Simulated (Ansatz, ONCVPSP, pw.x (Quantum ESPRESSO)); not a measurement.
Ge (Z = 32): one change to the ONCV potential, in the atom and in the diamond crystal

| Property | Result |
| --- | --- |
| Element | germanium (Ge) |
| Generator | ONCVPSP 4.0.1.1 (patched build) |
| Type | optimised norm-conserving Vanderbilt (ONCV) |
| Functional | PBE |
| Relativity | scalar-relativistic |
| Frozen core | [Ar] 3d10 |
| Valence charge | 4 |
| Reference configuration | 4s1.75 4p2.25 |
| Partial waves | 4s: rc 1.55 bohr, ncon 3, nbas 6, qcut 4.5 1/bohr, 1 projector; 4p: rc 2.30 bohr, ncon 3, nbas 7, qcut 3.6 1/bohr, 2 projectors, debl 0.7 Ha; d scattering state at 0.39 Ha: rc 2.00 bohr, ncon 3, nbas 6, qcut 5.5 1/bohr, 2 projectors, debl 4 Ha |
| Local potential | polynomial inside 1.35 bohr (lpopt 5, dvloc0 0 Ha) |
| Core correction | none |

Change: d: rc 1.38.

Cutoffs, loose and tight: the cutoffs (Ha) at which the residual kinetic energy of the hardest occupied pseudo-wave falls to 1 and 0.1 mHa per electron. They do not see the model core or the augmentation charge, which bear on the density cutoff. Test errors are all-electron minus pseudo excitation energies from the reference, over the configurations 4s2 4p2; 4s2 4p1; 4s2 4p0; 4s1 4p3; variants that change the core or the reference have their own tests.

Crystal test: diamond Ge in pw.x 7.5, no spin, 8³ k-points, Fermi–Dirac smearing 0.01 Ry, cutoffs set for each file from its atomic test. The reference is all-electron LAPW (Ansatz 0.2.0) with the same functional, mesh and smearing; V0 and B0 come from Birch–Murnaghan fits to the pressures at five volumes. Errors are pseudo minus all-electron; Δ is the rms difference of the E(V) curves that follow from these fits, minima aligned, over ±6 % about the mean V0. Mesh and smearing are coarse, so the numbers serve the comparison and aren't converged zero-temperature values; the lattice is a test structure that the element need not adopt.

All-electron: a0 = 5.765 Å (V0 = 23.95 Å³/atom), B0 = 57.6 GPa.

Q: Does the change bring the crystal closer to the all-electron result?

A: The mean pressure error goes from +0.30 to +1.57 GPa, so the change moves the solid further from the all-electron pressures.

```csv
quantity,base,changed
outcome (atom),generated,generated
"cutoff, loose (atom)",8.7 Ha,8.7 Ha
"cutoff, tight (atom)",15 Ha,15 Ha
bound ghosts (atom),none,d
largest test error (meV) (atom),+9.4,+9.4
cutoffs in pw.x (Ry),40/160,40/160
a0 (Å),5.775,5.816
a0 error (%),+0.17,+0.89
B0 error (%),-1.2,-4.2
Δ (meV/atom),1.5,7.9
mean pressure error (GPa),+0.30,+1.57
```

Base: The cutoffs count occupied waves only; projector 2 of the d channel, the hardest unoccupied one, needs 61 Ha at the loose tolerance. Changed file: This is a poor potential for the solid. Note: ghosts flagged at negative energy: d at -11.0 eV; GHOST(+) flags only above 600 eV. A true bound ghost makes a file unfit for plane-wave use. The cutoffs count occupied waves only; projector 2 of the d channel, the hardest unoccupied one, needs 131 Ha at the loose tolerance.
